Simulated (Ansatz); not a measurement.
A made-up structure of CHOS (charge +1), closed shell:

| atom | x (Å) | y (Å) | z (Å) |
| --- | --- | --- | --- |
| C1 | 0.1747 | 0.1548 | -0.0454 |
| O2 | -1.0862 | 0.2021 | -0.2206 |
| S3 | 0.1008 | -1.1242 | 0.4979 |
| H4 | 0.8108 | 0.7673 | -0.2319 |

It is relaxed with PBE-D4/def2-SVP and then PBE0-D4/def2-TZVP (Ansatz 0.2.0). Atoms count as bonded within 1.22 times the sum of their covalent radii (H–H: 0.88 Å). The end point is not checked to be a true minimum.

(1) Does its bonding change? (A judgement: the text doesn't fix the answer.)

Results:

(1) Computed: No: no bond forms or breaks.

Where it ends: The first stage lowers the energy by 3.21 eV in 7 steps. It ends as CHOS ([CH]1[O][S]1), total charge +1:
```xyz
4
angstrom
C 0.1938 0.2009 -0.0630
O -1.0450 0.1168 -0.1786
S -0.0552 -1.3074 0.5578
H 0.9063 0.9897 -0.3162
```

Labels in which every atom is bracketed show which atoms are joined, not bond orders.

For scale, one of the runs: PBE0-D4/def2-TZVP relaxation, 105 basis functions, launched by `ansatz run in.yaml --threads 2 --pin off --events-out ev --progress --plain --max-ram 4352MiB`. The run took about 17 s on 2 CPU threads of an Intel Xeon Platinum 8175M (shared host).
